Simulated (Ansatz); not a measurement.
Relaxation of CH8AlP (11 atoms, charge 0, multiplicity 1), to a largest force component of 0.03 eV/Å in at most 50 steps.

Level of theory: Ansatz, RKS PBE0/6-31G*.

```xyz
11
Properties=species:S:1:pos:R:3
Al 0.016 -0.686 -0.285
C -0.085 0.022 2.801
H -0.942 0.312 3.416
H 0.819 -0.016 3.411
H 0.054 0.775 2.014
H 1.446 0.003 -0.330
H -1.249 0.148 -0.750
P -0.268 -2.823 0.504
H -0.990 -3.338 -0.608
H 0.991 -3.329 0.083
H -0.274 -0.981 2.379
```

Where does it end, and by what steps?

The forces met the threshold. The force dipped under the threshold on the way, but the program's further checks kept it going. After 20 steps the energy has fallen by 0.092 eV; H4 moved furthest, 0.55 Å.

| step | energy less start (eV) | largest force component (eV/Å) | accepted |
| --- | --- | --- | --- |
| 0 | 0.0000 | 0.588 | yes |
| 1 | -0.0574 | 0.184 | yes |
| 2 | -0.0697 | 0.275 | yes |
| 3 | -0.0796 | 0.218 | yes |
| 4 | -0.0840 | 0.157 | yes |
| 5 | -0.0860 | 0.173 | yes |
| 6 | -0.0886 | 0.053 | yes |
| 7 | -0.0894 | 0.065 | yes |
| 8 | -0.0898 | 0.074 | yes |
| 9 | -0.0902 | 0.044 | yes |
| 10 | -0.0904 | 0.046 | yes |
| 11 | -0.0902 | 0.103 | no |
| 12 | -0.0908 | 0.021 | yes |
| 13 | -0.0908 | 0.110 | no |
| 14 | -0.0911 | 0.018 | yes |
| 15 | -0.0915 | 0.048 | yes |
| 16 | -0.0916 | 0.061 | yes |
| 17 | -0.0919 | 0.060 | yes |
| 18 | -0.0920 | 0.091 | yes |
| 19 | -0.0909 | 0.142 | no |
| 20 | -0.0925 | 0.016 | yes |

```xyz
11
Properties=species:S:1:pos:R:3
Al 0.135 -0.807 -0.075
C -0.145 0.176 2.802
H -0.856 0.361 3.610
H 0.864 0.446 3.116
H -0.439 0.796 1.946
H 1.609 -0.216 0.045
H -1.098 0.106 -0.504
P -0.221 -3.084 0.306
H -1.098 -3.274 -0.798
H 0.946 -3.521 -0.379
H -0.178 -0.895 2.566
```

Time of the run: 63 s on 1 thread of Arm Neoverse V2, with other jobs on the host, peak memory 0.14 GiB.
